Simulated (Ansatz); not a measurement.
Species: CH₃, SMILES `[CH3]` (charge 0, multiplicity 2), formula CH₃.

Question: How many basis functions does frozen-core CCSD(T)/def2-TZVPP // B3LYP-D3(BJ)/def2-TZVP run with Ansatz (a first-principles code) use, how many core orbitals are frozen, and how many electrons are correlated?

Answer: 73 basis functions and 1 frozen orbitals, which leaves 7 correlated electrons. Core time is of the order of seconds.
